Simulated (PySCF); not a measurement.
C3H6.

```xyz
9

C     -0.1625     1.2306     0.0000
C      0.4564    -0.1356     0.0000
C     -0.2221    -1.2749     0.0000
H      0.1523     1.8006     0.8796
H      0.1523     1.8006    -0.8796
H     -1.2529     1.1705     0.0000
H      1.5446    -0.1709     0.0000
H     -1.3086    -1.2858     0.0000
H      0.2812    -2.2356     0.0000
```
Charge 0, spin multiplicity 1.

Geometry optimised at ωB97X-D3(BJ)/def2-TZVP.

These are PySCF with KT2/pcSseg-1 values and carry that method's errors. Non-relativistic, no solvent.

Computed absolute GIAO shielding of each atom: isotropic value and principal components (ppm):
| atom | σ(iso) | σ11 | σ22 | σ33 | span |
|---|---|---|---|---|---|
| C1 | 161.0 | 148.3 | 150.0 | 184.8 | 36.4 |
| C2 | 51.1 | -58.9 | 53.9 | 158.5 | 217.4 |
| C3 | 71.2 | -30.0 | 92.6 | 151.1 | 181.1 |
| H4 | 29.5 | 26.2 | 27.5 | 35.0 | 8.8 |
| H5 | 29.5 | 26.2 | 27.5 | 35.0 | 8.8 |
| H6 | 29.9 | 27.0 | 28.9 | 33.7 | 6.6 |
| H7 | 25.5 | 24.1 | 24.8 | 27.7 | 3.6 |
| H8 | 26.2 | 23.4 | 26.0 | 29.3 | 5.8 |
| H9 | 26.4 | 23.6 | 25.5 | 30.0 | 6.5 |
